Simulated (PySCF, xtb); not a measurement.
Na2, SMILES [Na][Na].

GFN2-xTB run with xtb at its own geometry gives an orbital gap of 2.41 eV and a dipole moment of 0.00 D.

Geometry: PBE-D3(BJ)/def2-TZVPD.

### Question
What does B3LYP/def2-TZVPD (PySCF) give? (Estimate from the structure and the level; the computed values follow.)

### Answer
gap 2.02 eV (levels -3.55 and -1.53 eV), dipole 0.00 D.
